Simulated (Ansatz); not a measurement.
Ansatz (a first-principles code) input (BLYP/def2-TZVPD):

Ansatz 0.2 input:
```yaml
crystal:
  periodic: [false, false, false]
  atoms:
    - {symbol: Na, position_ang: [-0.00000000, -0.00000000, -2.00393830]}
    - {symbol: Na, position_ang: [0.00000000, 0.00000000, 2.00393830]}
basis:
  gaussian:
    orbitals: def2-TZVPD
hamiltonian:
  xc: {name: BLYP}
total_charge: 1
magnetization: {spin_polarized: true, initial_magnetization: 1}
output: {forces: true}
```

End of the output:

```
integrals: 0.02 GiB planned
636 factors; their error is unknown
mean field: 0.18 GiB planned
mean field evaluation 1: about -8827.2511 eV, gradient 4.1e0 eV
mean field evaluation 2: about -8827.2711 eV, gradient 3.1e0 eV
mean field evaluation 4: about -8827.2921 eV, gradient 3.2e-2 eV
mean field evaluation 8: about -8827.2765 eV, gradient 3.5e-4 eV
mean field -8827.27647643 eV, -324.3964271658 hartree, gradient 2.6e-5 eV, S^2 0.750002; 0 other end points of the search recorded, 0 dependent functions left out
the calculation of the forces begins
reference -8827.27679008 eV, -324.3964386924 hartree; 11, 10 occupied and 59, 60 virtual orbitals, 636 factors
Total energy: -8827.27679008 eV, -324.3964386924 hartree
Atom 0 at    -0.000000    -0.000000    -2.003938 Å, force    -0.000000    -0.000000     0.103097 eV/Å
Atom 1 at     0.000000     0.000000     2.003938 Å, force    -0.000000    -0.000000    -0.103097 eV/Å
Dipole moment:    -0.000000     0.000000    -0.000000 e Å
```
